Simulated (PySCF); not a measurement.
**C6H10 (1,5-hexadiene): levels of theory compared**

We compute a comparison of 4 runs (BLYP/6-31G*, PBE/6-31G*, SVWN5/6-31G*, CCSD(T)/6-31G*) of C6H10 (1,5-hexadiene). The job is set up through a Python script.

Program for the calculation: PySCF 2.14.0.

### 1 The system as given

C6H10 has 16 atoms, charge 0, and is taken as a singlet. As SMILES, `C=CCCC=C`. The coordinates come from a GFN2-xTB relaxation. This is one conformer, not always the lowest.

Bond lengths: C1–C2 1.319 Å, C2–C3 1.495 Å, C3–C4 1.538 Å, C4–C5 1.495 Å, C5–C6 1.320 Å, C1–H7 1.078 Å, C1–H8 1.077 Å, C2–H9 1.083 Å, C3–H10 1.094 Å, C3–H11 1.092 Å, C4–H12 1.092 Å, C4–H13 1.094 Å, C5–H14 1.083 Å, C6–H15 1.078 Å, C6–H16 1.077 Å. Some angles: C1–C2–C3 124.7°, C2–C3–C4 111.8°, C3–C4–C5 111.3°, C4–C5–C6 124.5°, C1–C2–H9 120.2°, C3–C2–H9 115.1°, C2–C1–H7 121.6°, C2–C1–H8 122.2°, C2–C3–H10 108.9°, C2–C3–H11 110.0°.

### 2 The energy at BLYP/6-31G(d) (spherical functions) (run 1)

Input file job.py:

```python
# 1,5-hexadiene
from pyscf import gto, dft

mol = gto.Mole()
mol.atom = '''
C        0.325100      -0.387130       2.431380
C        0.917950       0.212510       1.416600
C        1.134650      -0.405000       0.072680
C        0.457120       0.406180      -1.044010
C       -1.030300       0.401790      -0.892210
C       -1.872840      -0.040610      -1.806400
H       -0.049320      -1.395210       2.352010
H        0.190200       0.096000       3.384520
H        1.282090       1.227660       1.520650
H        2.209230      -0.442150      -0.130880
H        0.749110      -1.426240       0.064090
H        0.732040      -0.010680      -2.014890
H        0.820020       1.437680      -0.999710
H       -1.395430       0.784970       0.052170
H       -1.530830      -0.431330      -2.751380
H       -2.938800      -0.028420      -1.654620
'''
mol.charge = 0
mol.spin = 0
mol.max_memory = 1860
mol.verbose = 3
mol.basis = '6-31g*'
mol.build()

mf = dft.RKS(mol)
mf.xc = 'blyp'
mf.conv_tol = 1e-10
mf.grids.level = 5
mf.kernel()
if not mf.converged:
    mf = mf.newton().run(mf.mo_coeff, mf.mo_occ)

etot = mf.e_tot
print('E(%s) = %.9f' % ('BLYP', etot))
```

Launch:

```sh
$ OMP_NUM_THREADS=1 python job.py
```

The log of the run:

```text
converged SCF energy = -234.455999975559
E(BLYP) = -234.455999976
```

Run time: 38 s. Hardware: 1 thread of Intel Xeon at 2.70GHz, shared host; peak memory 0.55 GiB.

### 3 The energy at PBE/6-31G(d) (spherical functions) (run 2)

Input file calc.py:

```python
from pyscf import gto, dft

mol = gto.M(
    atom='''
C      0.325100    -0.387130     2.431380
C      0.917950     0.212510     1.416600
C      1.134650    -0.405000     0.072680
C      0.457120     0.406180    -1.044010
C     -1.030300     0.401790    -0.892210
C     -1.872840    -0.040610    -1.806400
H     -0.049320    -1.395210     2.352010
H      0.190200     0.096000     3.384520
H      1.282090     1.227660     1.520650
H      2.209230    -0.442150    -0.130880
H      0.749110    -1.426240     0.064090
H      0.732040    -0.010680    -2.014890
H      0.820020     1.437680    -0.999710
H     -1.395430     0.784970     0.052170
H     -1.530830    -0.431330    -2.751380
H     -2.938800    -0.028420    -1.654620
''',
    verbose=3,
    max_memory=1860,
    basis='6-31g*',
    spin=0,
)

mf = dft.RKS(mol, xc='pbe')
mf.conv_tol = 1e-10
mf.grids.level = 5
mf.kernel()
if not mf.converged:
    mf = mf.newton().run(mf.mo_coeff, mf.mo_occ)

e_tot = mf.e_tot
print('Final energy', e_tot)
```

Launch:

```sh
$ OMP_NUM_THREADS=1 python calc.py
```

The log of the run:

```text
converged SCF energy = -234.262105641084
Final energy -234.26210564108405
```

Run time: 38 s. Hardware: 1 thread of Intel Xeon at 2.70GHz, shared host; peak memory 0.55 GiB.

Run 3 isn't shown in full; the table further down has it.

### 4 A single-point energy at CCSD(T)/6-31G(d) (spherical functions) (run 4)

Input file run.py:

```python
# 1,5-hexadiene
from pyscf import gto, cc

system = gto.M(
    atom='''
C        0.325100      -0.387130       2.431380
C        0.917950       0.212510       1.416600
C        1.134650      -0.405000       0.072680
C        0.457120       0.406180      -1.044010
C       -1.030300       0.401790      -0.892210
C       -1.872840      -0.040610      -1.806400
H       -0.049320      -1.395210       2.352010
H        0.190200       0.096000       3.384520
H        1.282090       1.227660       1.520650
H        2.209230      -0.442150      -0.130880
H        0.749110      -1.426240       0.064090
H        0.732040      -0.010680      -2.014890
H        0.820020       1.437680      -0.999710
H       -1.395430       0.784970       0.052170
H       -1.530830      -0.431330      -2.751380
H       -2.938800      -0.028420      -1.654620
''',
    max_memory=1860,
    verbose=3,
    basis='6-31g*',
    spin=0,
)

mf = system.RHF()
mf.conv_tol = 1e-10
mf.kernel()
if not mf.converged:
    mf = mf.newton().run(mf.mo_coeff, mf.mo_occ)

mycc = cc.CCSD(mf, frozen=6)
mycc.kernel()
e_t = mycc.ccsd_t()
etot = mycc.e_tot + e_t
print(f'total energy: {etot:.8f} hartree')
```

Launch:

```sh
$ OMP_NUM_THREADS=1 python run.py
```

The log of the run:

```text
converged SCF energy = -232.980879876939
E(CCSD) = -233.8060079845944  E_corr = -0.8251281076557623
CCSD(T) correction = -0.0281445297837044
total energy: -233.83415251 hartree
```

Wall time 80 s (1 thread of Intel Xeon at 2.70GHz, shared host); peak memory 0.87 GiB.

### 5 Overview of the runs

```
run                                 level  integration grid  frozen core orbitals  energy (Eh)  dipole moment (D) of the reference  HOMO energy (eV)  LUMO energy (eV)  wall time
  1     BLYP/6-31G* (spherical functions)                 5                     –  -234.456000                                0.43             -5.59             -0.05       38 s
  2      PBE/6-31G* (spherical functions)                 5                     –  -234.262106                                0.43             -5.80             -0.25       38 s
  3    SVWN5/6-31G* (spherical functions)                 5                     –  -232.361071                                0.44             -5.94             -0.45       23 s
  4  CCSD(T)/6-31G* (spherical functions)                 –                     6  -233.834153                                0.36             -9.51              4.96       80 s
```

### 6 Outcome

| quantity | value |
| --- | --- |
| run 4: total energy | -233.83415 Eh |
| run 4: dipole moment (Hartree–Fock density) | 0.36 D |
| run 4: HOMO energy (Hartree–Fock orbitals) | -9.51 eV |
| run 4: LUMO energy (Hartree–Fock orbitals) | 4.96 eV |
| run 4: HOMO–LUMO gap (Hartree–Fock orbitals) | 14.48 eV |
| run 4: correlation energy (6 core orbitals frozen) | -853.3 mEh |
| run 4: (T) correction | -28.14 mEh |
| run 4: T1 diagnostic | 0.010 |

What this shows: Over runs 1, 2, 3 the dipole moment (its size) runs from 0.43 D (PBE/6-31G*) to 0.44 D (SVWN5/6-31G*). Over runs 1, 2, 3 the HOMO–LUMO gap runs from 5.49 eV (SVWN5/6-31G*) to 5.55 eV (PBE/6-31G*). Totals of different functionals can't be ranked against each other. All runs together took 3 min, the longest 80 s.
